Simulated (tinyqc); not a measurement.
LCCD on RHF in the sto-3g basis, for H2O, spin multiplicity 1, step by step (part 1 of 2). Computed by tinyqc, a small Python program that keeps every step (integrals from PySCF). Settings: charge = 0, multiplicity = 1, basis = sto-3g, method = RHF, energy threshold = 1e-10, iteration cap = 52, orthogonalisation = symmetric, start = Wolfsberg-Helmholz matrix, DIIS depth = 6, amplitude equations = LCCD, DIIS depth for amplitudes = 6, cap on updates = 79. Command: `OMP_NUM_THREADS=1 python tinyqc.py 22200 22201 out.jsonl` (the two numbers bound the seeds that draw the settings). One thread of a shared host (Intel(R) Xeon(R) Processor @ 2.60GHz), about 0.2 s of CPU time with the checks. The early iterations of the SCF are left out here.

## One-electron integrals

Geometry (angstrom):
```
atom       x        y       z
O     0.0000   0.0000  0.0000
H     0.0000   0.9240  0.5820
H     0.0000  -0.8970  0.5650
```

Basis sto-3g: exponents (1/bohr^2) and contraction coefficients of normalised primitives:
```
element  l (shell)  exponent  coefficient
O            s (1)  130.7093       0.1543
O            s (1)   23.8089       0.5353
O            s (1)    6.4436       0.4446
O            s (2)    5.0332      -0.1000
O            s (2)    1.1696       0.3995
O            s (2)    0.3804       0.7001
O            p (3)    5.0332       0.1559
O            p (3)    1.1696       0.6077
O            p (3)    0.3804       0.3920
H            s (1)    3.4253       0.1543
H            s (1)    0.6239       0.5353
H            s (1)    0.1689       0.4446
```

Overlap, kinetic and nuclear-attraction integrals over the contracted functions; the nuclear repulsion is the sum of Za Zb / Rab.

nuclear repulsion = 8.160656 hartree

overlap S, order 1O 1s, 1O 2s, 1O 2px, 1O 2py, 1O 2pz, 2H 1s, 3H 1s:
$$\begin{pmatrix}
1.0000 & 0.2367 & 0.0000 & 0.0000 & 0.0000 & 0.0391 & 0.0422 \\
0.2367 & 1.0000 & 0.0000 & 0.0000 & 0.0000 & 0.3908 & 0.4098 \\
0.0000 & 0.0000 & 1.0000 & 0.0000 & 0.0000 & 0.0000 & 0.0000 \\
0.0000 & 0.0000 & 0.0000 & 1.0000 & 0.0000 & 0.2908 & -0.3011 \\
0.0000 & 0.0000 & 0.0000 & 0.0000 & 1.0000 & 0.1832 & 0.1897 \\
0.0391 & 0.3908 & 0.0000 & 0.2908 & 0.1832 & 1.0000 & 0.1588 \\
0.0422 & 0.4098 & 0.0000 & -0.3011 & 0.1897 & 0.1588 & 1.0000
\end{pmatrix}$$

kinetic energy T (hartree), order 1O 1s, 1O 2s, 1O 2px, 1O 2py, 1O 2pz, 2H 1s, 3H 1s:
$$\begin{pmatrix}
29.0032 & -0.1680 & 0.0000 & 0.0000 & 0.0000 & -0.0083 & -0.0075 \\
-0.1680 & 0.8081 & 0.0000 & 0.0000 & 0.0000 & 0.0732 & 0.0847 \\
0.0000 & 0.0000 & 2.5287 & 0.0000 & 0.0000 & 0.0000 & 0.0000 \\
0.0000 & 0.0000 & 0.0000 & 2.5287 & 0.0000 & 0.1620 & -0.1789 \\
0.0000 & 0.0000 & 0.0000 & 0.0000 & 2.5287 & 0.1020 & 0.1127 \\
-0.0083 & 0.0732 & 0.0000 & 0.1620 & 0.1020 & 0.7600 & -0.0068 \\
-0.0075 & 0.0847 & 0.0000 & -0.1789 & 0.1127 & -0.0068 & 0.7600
\end{pmatrix}$$

nuclear attraction V (hartree), order 1O 1s, 1O 2s, 1O 2px, 1O 2py, 1O 2pz, 2H 1s, 3H 1s:
$$\begin{pmatrix}
-61.6022 & -7.4159 & 0.0000 & 0.0006 & -0.0131 & -1.2563 & -1.3569 \\
-7.4159 & -10.0296 & 0.0000 & 0.0067 & -0.1593 & -3.0182 & -3.1962 \\
0.0000 & 0.0000 & -9.8930 & 0.0000 & 0.0000 & 0.0000 & 0.0000 \\
0.0006 & 0.0067 & 0.0000 & -10.0291 & 0.0031 & -1.9810 & 2.0790 \\
-0.0131 & -0.1593 & 0.0000 & 0.0031 & -9.9470 & -1.2877 & -1.3501 \\
-1.2563 & -3.0182 & 0.0000 & -1.9810 & -1.2877 & -5.3107 & -0.9667 \\
-1.3569 & -3.1962 & 0.0000 & 2.0790 & -1.3501 & -0.9667 & -5.4134
\end{pmatrix}$$

core Hamiltonian H = T + V (hartree), order 1O 1s, 1O 2s, 1O 2px, 1O 2py, 1O 2pz, 2H 1s, 3H 1s:
$$\begin{pmatrix}
-32.5990 & -7.5840 & 0.0000 & 0.0006 & -0.0131 & -1.2646 & -1.3644 \\
-7.5840 & -9.2215 & 0.0000 & 0.0067 & -0.1593 & -2.9450 & -3.1115 \\
0.0000 & 0.0000 & -7.3643 & 0.0000 & 0.0000 & 0.0000 & 0.0000 \\
0.0006 & 0.0067 & 0.0000 & -7.5003 & 0.0031 & -1.8190 & 1.9001 \\
-0.0131 & -0.1593 & 0.0000 & 0.0031 & -7.4183 & -1.1856 & -1.2375 \\
-1.2646 & -2.9450 & 0.0000 & -1.8190 & -1.1856 & -4.5507 & -0.9735 \\
-1.3644 & -3.1115 & 0.0000 & 1.9001 & -1.2375 & -0.9735 & -4.6534
\end{pmatrix}$$

## Two-electron integrals

Functions are numbered as in S; the eight-fold symmetry (ij|kl) = (ji|kl) = (kl|ij) leaves the list below.

Two-electron integrals (ij|kl) in chemists' order, unique and non-zero (hartree):
```
(11|11) 4.7851      (21|11) 0.7414      (21|21) 0.1369      (22|11) 1.1189
(22|21) 0.2566      (22|22) 0.8172      (31|31) 0.0245      (32|31) 0.0378
(32|32) 0.1805      (33|11) 1.1158      (33|21) 0.2567      (33|22) 0.8170
(33|33) 0.8802      (41|41) 0.0245      (42|41) 0.0378      (42|42) 0.1805
(43|43) 0.0474      (44|11) 1.1158      (44|21) 0.2567      (44|22) 0.8170
(44|33) 0.7853      (44|44) 0.8802      (51|51) 0.0245      (52|51) 0.0378
(52|52) 0.1805      (53|53) 0.0474      (54|54) 0.0474      (55|11) 1.1158
(55|21) 0.2567      (55|22) 0.8170      (55|33) 0.7853      (55|44) 0.7853
(55|55) 0.8802      (61|11) 0.1241      (61|21) 0.0227      (61|22) 0.0424
(61|33) 0.0423      (61|41) 0.0009      (61|42) 0.0017      (61|44) 0.0425
(61|51) 0.0006      (61|52) 0.0010      (61|54) 1.15e-04    (61|55) 0.0424
(61|61) 0.0038      (62|11) 0.3179      (62|21) 0.0739      (62|22) 0.2625
(62|33) 0.2579      (62|41) 0.0047      (62|42) 0.0367      (62|44) 0.2675
(62|51) 0.0030      (62|52) 0.0231      (62|54) 0.0061      (62|55) 0.2617
(62|61) 0.0125      (62|62) 0.1065      (63|31) 0.0075      (63|32) 0.0446
(63|43) 0.0075      (63|53) 0.0047      (63|63) 0.0148      (64|11) 0.1995
(64|21) 0.0469      (64|22) 0.1780      (64|33) 0.1700      (64|41) 0.0101
(64|42) 0.0680      (64|44) 0.1913      (64|51) 0.0016      (64|52) 0.0148
(64|54) 0.0087      (64|55) 0.1725      (64|61) 0.0083      (64|62) 0.0878
(64|64) 0.0863      (65|11) 0.1256      (65|21) 0.0296      (65|22) 0.1121
(65|33) 0.1071      (65|41) 0.0016      (65|42) 0.0148      (65|44) 0.1110
(65|51) 0.0086      (65|52) 0.0539      (65|54) 0.0100      (65|55) 0.1181
(65|61) 0.0052      (65|62) 0.0553      (65|64) 0.0450      (65|65) 0.0431
(66|11) 0.4738      (66|21) 0.1119      (66|22) 0.4572      (66|33) 0.4392
(66|41) 0.0088      (66|42) 0.0962      (66|44) 0.4776      (66|51) 0.0055
(66|52) 0.0606      (66|54) 0.0242      (66|55) 0.4544      (66|61) 0.0191
(66|62) 0.2391      (66|64) 0.2248      (66|65) 0.1416      (66|66) 0.7746
(71|11) 0.1341      (71|21) 0.0245      (71|22) 0.0458      (71|33) 0.0457
(71|41) -0.0010     (71|42) -0.0018     (71|44) 0.0459      (71|51) 0.0006
(71|52) 0.0011      (71|54) -1.24e-04   (71|55) 0.0458      (71|61) 0.0041
(71|62) 0.0130      (71|64) 0.0079      (71|65) 0.0054      (71|66) 0.0197
(71|71) 0.0045      (72|11) 0.3368      (72|21) 0.0783      (72|22) 0.2772
(72|33) 0.2724      (72|41) -0.0050     (72|42) -0.0386     (72|44) 0.2825
(72|51) 0.0031      (72|52) 0.0243      (72|54) -0.0064     (72|55) 0.2764
(72|61) 0.0128      (72|62) 0.0874      (72|64) 0.0504      (72|65) 0.0439
(72|66) 0.1563      (72|71) 0.0143      (72|72) 0.1179      (73|31) 0.0081
(73|32) 0.0474      (73|43) -0.0079     (73|53) 0.0050      (73|63) 0.0117
(73|73) 0.0165      (74|11) -0.2090     (74|21) -0.0492     (74|22) -0.1860
(74|33) -0.1776     (74|41) 0.0108      (74|42) 0.0718      (74|44) -0.2000
(74|51) -0.0017     (74|52) -0.0154     (74|54) 0.0091      (74|55) -0.1802
(74|61) -0.0077     (74|62) -0.0496     (74|64) -0.0175     (74|65) -0.0245
(74|66) -0.0810     (74|71) -0.0094     (74|72) -0.0961     (74|74) 0.0940
(75|11) 0.1317      (75|21) 0.0310      (75|22) 0.1172      (75|33) 0.1119
(75|41) -0.0017     (75|42) -0.0154     (75|44) 0.1160      (75|51) 0.0091
(75|52) 0.0571      (75|54) -0.0105     (75|55) 0.1235      (75|61) 0.0053
(75|62) 0.0436      (75|64) 0.0246      (75|65) 0.0332      (75|66) 0.0847
(75|71) 0.0059      (75|72) 0.0605      (75|74) -0.0488     (75|75) 0.0472
(76|11) 0.0974      (76|21) 0.0228      (76|22) 0.0872      (76|33) 0.0854
(76|41) 1.30e-05    (76|42) 1.63e-04    (76|44) 0.0874      (76|51) 0.0015
(76|52) 0.0134      (76|54) 3.76e-05    (76|55) 0.0887      (76|61) 0.0038
(76|62) 0.0342      (76|64) 0.0246      (76|65) 0.0199      (76|66) 0.0780
(76|71) 0.0041      (76|72) 0.0357      (76|74) -0.0253     (76|75) 0.0207
(76|76) 0.0134      (77|11) 0.4866      (77|21) 0.1149      (77|22) 0.4677
(77|33) 0.4490      (77|41) -0.0092     (77|42) -0.0992     (77|44) 0.4887
(77|51) 0.0058      (77|52) 0.0625      (77|54) -0.0250     (77|55) 0.4647
(77|61) 0.0187      (77|62) 0.1512      (77|64) 0.0794      (77|65) 0.0826
(77|66) 0.2887      (77|71) 0.0212      (77|72) 0.2540      (77|74) -0.2363
(77|75) 0.1488      (77|76) 0.0780      (77|77) 0.7746
```

## Orthogonalisation

S = U s U^T; symmetric (Loewdin) form X = U s^(-1/2) U^T, so that X^T S X = 1.

eigenvalues of S: [0.4200, 0.4961, 0.8959, 1.0000, 1.0856, 1.3464, 1.7560]

X, order 1O 1s, 1O 2s, 1O 2px, 1O 2py, 1O 2pz, 2H 1s, 3H 1s:
$$\begin{pmatrix}
1.0238 & -0.1381 & 0.0000 & 0.0005 & -0.0070 & 0.0194 & 0.0203 \\
-0.1381 & 1.1722 & 0.0000 & -0.0062 & 0.0684 & -0.2273 & -0.2451 \\
0.0000 & 0.0000 & 1.0000 & 0.0000 & 0.0000 & 0.0000 & 0.0000 \\
0.0005 & -0.0062 & 0.0000 & 1.0897 & -0.0025 & -0.1898 & 0.1995 \\
-0.0070 & 0.0684 & 0.0000 & -0.0025 & 1.0311 & -0.1046 & -0.1112 \\
0.0194 & -0.2273 & 0.0000 & -0.1898 & -0.1046 & 1.1320 & -0.0549 \\
0.0203 & -0.2451 & 0.0000 & 0.1995 & -0.1112 & -0.0549 & 1.1467
\end{pmatrix}$$

## Iteration 8 (converged): orbitals

converged F (hartree), order 1O 1s, 1O 2s, 1O 2px, 1O 2py, 1O 2pz, 2H 1s, 3H 1s:
$$\begin{pmatrix}
-20.2319 & -5.1603 & 0.0000 & 0.0006 & -0.0259 & -0.8686 & -0.9367 \\
-5.1603 & -2.4040 & 0.0000 & 0.0070 & -0.0724 & -0.8098 & -0.8544 \\
0.0000 & 0.0000 & -0.3774 & 0.0000 & 0.0000 & 0.0000 & 0.0000 \\
0.0006 & 0.0070 & 0.0000 & -0.2457 & 0.0069 & -0.3779 & 0.3895 \\
-0.0259 & -0.0724 & 0.0000 & 0.0069 & -0.2795 & -0.2917 & -0.2990 \\
-0.8686 & -0.8098 & 0.0000 & -0.3779 & -0.2917 & -0.4174 & -0.2335 \\
-0.9367 & -0.8544 & 0.0000 & 0.3895 & -0.2990 & -0.2335 & -0.4493
\end{pmatrix}$$

Diagonalise F' = X^T F X, C = X C', fill 5 alpha and 5 beta electrons from the bottom; D = 2 C_occ C_occ^T. Each column has its largest component positive (the first on a tie).

F' = X^T F X (hartree):
$$\begin{pmatrix}
-19.8560 & -2.6890 & 0.0000 & 0.0011 & -0.0510 & -0.0988 & -0.1159 \\
-2.6890 & -1.2820 & 0.0000 & -0.0043 & 0.0967 & -0.4152 & -0.4418 \\
0.0000 & 0.0000 & -0.3774 & 0.0000 & 0.0000 & 0.0000 & 0.0000 \\
0.0011 & -0.0043 & 0.0000 & 0.0188 & 0.0014 & -0.4232 & 0.4367 \\
-0.0510 & 0.0967 & 0.0000 & 0.0014 & -0.1765 & -0.2731 & -0.2823 \\
-0.0988 & -0.4152 & 0.0000 & -0.4232 & -0.2731 & -0.0125 & -0.0630 \\
-0.1159 & -0.4418 & 0.0000 & 0.4367 & -0.2823 & -0.0630 & -0.0061
\end{pmatrix}$$

orbital energies (hartree): MO1 -20.2403, MO2 -1.2059, MO3 -0.5720, MO4 -0.4119, MO5 -0.3774, MO6 0.4700, MO7 0.6458

coefficients C, order 1O 1s, 1O 2s, 1O 2px, 1O 2py, 1O 2pz, 2H 1s, 3H 1s:
$$\begin{pmatrix}
0.9944 & -0.2383 & -0.0052 & 0.0900 & 0.0000 & 0.1190 & 0.0118 \\
0.0246 & 0.8772 & 0.0277 & -0.4645 & 0.0000 & -0.7186 & -0.0798 \\
0.0000 & 0.0000 & 0.0000 & 0.0000 & 1.0000 & 0.0000 & 0.0000 \\
-0.0002 & -0.0071 & 0.5895 & 0.0115 & 0.0000 & -0.0716 & 0.9542 \\
0.0031 & 0.0847 & -0.0172 & 0.7856 & 0.0000 & -0.6806 & -0.0576 \\
-0.0047 & 0.1440 & 0.4454 & 0.3221 & 0.0000 & 0.7811 & -0.6712 \\
-0.0050 & 0.1547 & -0.4519 & 0.2977 & 0.0000 & 0.6788 & 0.8081
\end{pmatrix}$$

D after iteration 8, order 1O 1s, 1O 2s, 1O 2px, 1O 2py, 1O 2pz, 2H 1s, 3H 1s:
$$\begin{pmatrix}
2.1073 & -0.4531 & 0.0000 & -0.0011 & 0.1073 & -0.0246 & -0.0254 \\
-0.4531 & 1.9734 & 0.0000 & 0.0095 & -0.5820 & -0.0223 & -0.0304 \\
0.0000 & 0.0000 & 2.0000 & 0.0000 & 0.0000 & 0.0000 & 0.0000 \\
-0.0011 & 0.0095 & 0.0000 & 0.6955 & -0.0034 & 0.5306 & -0.5282 \\
0.1073 & -0.5820 & 0.0000 & -0.0034 & 1.2494 & 0.5152 & 0.5095 \\
-0.0246 & -0.0223 & 0.0000 & 0.5306 & 0.5152 & 0.6459 & -0.1662 \\
-0.0254 & -0.0304 & 0.0000 & -0.5282 & 0.5095 & -0.1662 & 0.6336
\end{pmatrix}$$

## Convergence

Stop when the energy changes by less than 1e-10 hartree and every element of the error matrix X^T (F D S - S D F) X is below 3e-06.

Course of the cycle:
```
iteration  E (hartree)     change  largest element of the error matrix
1           -74.559128          -                             4.74e-01
2           -74.916904  -3.58e-01                             1.22e-01
3           -74.936444  -1.95e-02                             3.55e-02
4           -74.938692  -2.25e-03                             6.79e-03
5           -74.938826  -1.34e-04                             2.10e-03
6           -74.938840  -1.35e-05                             3.38e-05
7           -74.938840  -1.47e-09                             7.47e-06
8           -74.938840  -9.04e-11                             5.87e-07
```

PySCF RHF in the same basis = -74.938840 hartree

Converged in 8 iterations.

## Integrals over molecular orbitals

(pq|rs) = sum C_ip C_jq C_kr C_ls (ij|kl), one index at a time.

one-electron integrals over orbitals h = C^T H C (hartree):
$$\begin{pmatrix}
-32.5821 & 0.5686 & 0.0122 & -0.1996 & 0.0000 & -0.2755 & -0.0272 \\
0.5686 & -7.5656 & -0.0158 & 0.4956 & 0.0000 & 1.2446 & 0.1328 \\
0.0122 & -0.0158 & -6.0399 & 0.0461 & 0.0000 & 0.1480 & -1.7823 \\
-0.1996 & 0.4956 & 0.0461 & -6.7401 & 0.0000 & 1.2209 & 0.0459 \\
0.0000 & 0.0000 & 0.0000 & 0.0000 & -7.3643 & 0.0000 & 0.0000 \\
-0.2755 & 1.2446 & 0.1480 & 1.2209 & 0.0000 & -5.1981 & 0.0279 \\
-0.0272 & 0.1328 & -1.7823 & 0.0459 & 0.0000 & 0.0279 & -5.5748
\end{pmatrix}$$

Two-electron integrals over orbitals (pq|rs), unique and non-zero (hartree):
```
(11|11) 4.7462      (21|11) -0.4268     (21|21) 0.0607      (22|11) 1.0160
(22|21) -0.0150     (22|22) 0.7208      (31|11) -0.0094     (31|21) 0.0012
(31|22) -0.0009     (31|31) 0.0102      (32|11) 0.0054      (32|21) -0.0005
(32|22) -0.0030     (32|31) 0.0165      (32|32) 0.1342      (33|11) 0.7587
(33|21) -0.0045     (33|22) 0.6148      (33|31) 2.97e-04    (33|32) 0.0014
(33|33) 0.5962      (41|11) 0.1596      (41|21) -0.0207     (41|22) 0.0124
(41|31) -0.0007     (41|32) -1.32e-04   (41|33) 0.0053      (41|41) 0.0252
(42|11) -0.1364     (42|21) 0.0078      (42|22) -0.0188     (42|31) -7.25e-05
(42|32) -0.0014     (42|33) 0.0047      (42|41) 0.0202      (42|42) 0.1303
(43|11) -0.0104     (43|21) 3.41e-04    (43|22) -0.0048     (43|31) -0.0022
(43|32) 0.0283      (43|33) -0.0022     (43|41) 0.0006      (43|42) 0.0045
(43|43) 0.0515      (44|11) 0.9688      (44|21) -0.0119     (44|22) 0.6735
(44|31) 2.49e-05    (44|32) 0.0046      (44|33) 0.5718      (44|41) -0.0100
(44|42) -0.1005     (44|43) -0.0049     (44|44) 0.7379      (51|51) 0.0260
(52|51) 0.0331      (52|52) 0.1493      (53|51) 0.0007      (53|52) 0.0025
(53|53) 0.0263      (54|51) -0.0115     (54|52) -0.0422     (54|53) -0.0013
(54|54) 0.0497      (55|11) 1.1154      (55|21) -0.0121     (55|22) 0.7525
(55|31) -2.62e-04   (55|32) 0.0027      (55|33) 0.6018      (55|41) 0.0044
(55|42) -0.0737     (55|43) -0.0060     (55|44) 0.7094      (55|55) 0.8802
(61|11) 0.2131      (61|21) -0.0320     (61|22) 0.0031      (61|31) -0.0015
(61|32) -0.0012     (61|33) -1.91e-05   (61|41) -0.0020     (61|42) -0.0199
(61|43) -4.00e-04   (61|44) 0.0159      (61|55) 0.0058      (61|61) 0.0262
(62|11) -0.2768     (62|21) 0.0067      (62|22) -0.1313     (62|31) -0.0007
(62|32) -0.0057     (62|33) -0.0624     (62|41) -0.0180     (62|42) -0.0298
(62|43) 0.0022      (62|44) -0.0757     (62|55) -0.1460     (62|61) 0.0075
(62|62) 0.0940      (63|11) -0.0299     (63|21) 0.0006      (63|22) -0.0155
(63|31) -0.0023     (63|32) 0.0453      (63|33) -0.0085     (63|41) -2.35e-04
(63|42) 0.0051      (63|43) 0.0380      (63|44) -0.0098     (63|55) -0.0170
(63|61) -9.49e-05   (63|62) 0.0073      (63|63) 0.0827      (64|11) -0.2478
(64|21) 0.0029      (64|22) -0.1175     (64|31) 0.0007      (64|32) 0.0052
(64|33) -0.0440     (64|41) -0.0030     (64|42) 0.0329      (64|43) 0.0050
(64|44) -0.1274     (64|55) -0.1361     (64|61) -1.52e-04   (64|62) 0.0639
(64|63) 0.0134      (64|64) 0.0838      (65|51) -0.0142     (65|52) -0.0548
(65|53) -0.0027     (65|54) -0.0036     (65|65) 0.0350      (66|11) 0.7598
(66|21) -0.0071     (66|22) 0.5836      (66|31) 0.0008      (66|32) 0.0133
(66|33) 0.5468      (66|41) 0.0184      (66|42) 0.0531      (66|43) 0.0094
(66|44) 0.5368      (66|55) 0.5680      (66|61) -0.0078     (66|62) -0.0849
(66|63) 0.0076      (66|64) -0.0460     (66|66) 0.5756      (71|11) 0.0213
(71|21) -0.0034     (71|22) -2.25e-04   (71|31) 0.0145      (71|32) 0.0224
(71|33) 0.0007      (71|41) 3.17e-04    (71|42) -0.0012     (71|43) -0.0033
(71|44) 0.0013      (71|55) 0.0006      (71|61) 0.0008      (71|62) -0.0011
(71|63) -0.0028     (71|64) 0.0008      (71|66) 0.0013      (71|71) 0.0210
(72|11) -0.0301     (72|21) 0.0006      (72|22) -0.0146     (72|31) 0.0146
(72|32) 0.0529      (72|33) -0.0039     (72|41) -0.0012     (72|42) 0.0006
(72|43) -0.0277     (72|44) -0.0103     (72|55) -0.0155     (72|61) -0.0012
(72|62) 0.0033      (72|63) -0.0295     (72|64) 0.0073      (72|66) -0.0078
(72|71) 0.0198      (72|72) 0.0684      (73|11) 0.3701      (73|21) -0.0070
(73|22) 0.1624      (73|31) 8.45e-05    (73|32) 0.0085      (73|33) 0.0888
(73|41) -2.17e-04   (73|42) -0.0703     (73|43) -0.0010     (73|44) 0.1553
(73|55) 0.2009      (73|61) 0.0056      (73|62) -0.0721     (73|63) -0.0051
(73|64) -0.0891     (73|66) 0.0420      (73|71) 0.0008      (73|72) -0.0095
(73|73) 0.1542      (74|11) -0.0097     (74|21) 1.35e-04    (74|22) -0.0025
(74|31) -0.0079     (74|32) -0.0699     (74|33) -0.0027     (74|41) -0.0005
(74|42) -0.0009     (74|43) -0.0072     (74|44) -0.0059     (74|55) -0.0048
(74|61) 0.0011      (74|62) 0.0058      (74|63) -0.0527     (74|64) -0.0027
(74|66) -0.0118     (74|71) -0.0113     (74|72) -0.0175     (74|73) -0.0089
(74|74) 0.0660      (75|51) -0.0014     (75|52) -0.0055     (75|53) 0.0239
(75|54) 0.0006      (75|65) 0.0009      (75|75) 0.0259      (76|11) -0.0052
(76|21) 2.11e-04    (76|22) 0.0015      (76|31) -0.0082     (76|32) -0.0921
(76|33) -0.0024     (76|41) 0.0012      (76|42) 0.0050      (76|43) -0.0579
(76|44) -0.0067     (76|55) -0.0025     (76|61) -1.21e-04   (76|62) -0.0008
(76|63) -0.0728     (76|64) -0.0068     (76|66) -0.0159     (76|71) -0.0114
(76|72) 0.0019      (76|73) -0.0116     (76|74) 0.0568      (76|76) 0.1155
(77|11) 0.8621      (77|21) -0.0095     (77|22) 0.6162      (77|31) -0.0018
(77|32) -0.0158     (77|33) 0.5871      (77|41) 0.0036      (77|42) -0.0211
(77|43) -0.0111     (77|44) 0.5928      (77|55) 0.6198      (77|61) 0.0047
(77|62) -0.0642     (77|63) -0.0212     (77|64) -0.0522     (77|66) 0.5455
(77|71) -0.0017     (77|72) -0.0073     (77|73) 0.1029      (77|74) 0.0087
(77|76) 0.0153      (77|77) 0.6099
```

## LCCD: starting amplitudes

t_ij^ab = <ij||ab> / (e_i + e_j - e_a - e_b), whose energy is MP2.

Starting amplitudes (spin orbitals 1a, 1b, ...; amplitudes related by a flip of all spins are not repeated; the 24 largest):
```
from      to        t
3a 3b  7a 7b  -0.0633
4a 4b  6a 6b  -0.0475
3a 4b  6b 7a  -0.0424
3a 3b  6a 6b  -0.0397
4a 4b  7a 7b  -0.0312
2a 2b  6a 6b  -0.0280
3a 4b  6a 7b   0.0251
2a 4b  6a 6b  -0.0250
2a 3b  6a 7b   0.0249
5a 5b  6a 6b  -0.0207
2a 2b  7a 7b  -0.0185
3a 4a  6a 7a  -0.0173
2a 3a  6a 7a   0.0147
5a 5b  7a 7b  -0.0127
2a 3b  6b 7a  -0.0102
3a 4b  6a 6b  -0.0069
2a 4b  7a 7b   0.0060
3a 4b  7a 7b   0.0039
2a 3b  7a 7b   0.0031
2a 3b  6a 6b  -0.0027
2a 4b  6b 7a   0.0027
3a 3b  6a 7b   0.0023
2a 4b  6a 7b  -0.0021
4a 4b  6a 7b   0.0014
```

correlation energy = -0.044901 hartree

## LCCD: amplitude update 1

t_ij^ab D_ij^ab are set to the remaining terms of the spin-orbital equations, evaluated with the old amplitudes; for the doubles these are <ij||ab> + 1/2 <ab||ef> t_ij^ef + 1/2 <mn||ij> t_mn^ab + P(ij)P(ab) <mb||ej> t_im^ae, D the orbital-energy denominators (linear CCD).

Amplitudes after update 1 (spin orbitals 1a, 1b, ...; amplitudes related by a flip of all spins are not repeated; the 24 largest):
```
from      to        t
3a 3b  7a 7b  -0.0807
4a 4b  6a 6b  -0.0621
3a 4b  6b 7a  -0.0560
3a 3b  6a 6b  -0.0551
4a 4b  7a 7b  -0.0417
3a 4b  6a 7b   0.0387
2a 4b  6a 6b  -0.0354
2a 3b  6a 7b   0.0316
2a 2b  6a 6b  -0.0313
5a 5b  6a 6b  -0.0256
2a 2b  7a 7b  -0.0205
3a 4a  6a 7a  -0.0172
2a 3b  6b 7a  -0.0169
2a 3a  6a 7a   0.0147
5a 5b  7a 7b  -0.0141
3a 4b  6a 6b  -0.0101
2a 4b  7a 7b   0.0056
3a 4b  7a 7b   0.0055
2a 3b  7a 7b   0.0043
2a 3b  6a 6b  -0.0037
2a 4b  6b 7a   0.0033
2a 4b  6a 7b  -0.0028
3a 3b  6a 7b   0.0026
4a 4b  6a 7b   0.0023
```

correlation energy = -0.058114 hartree
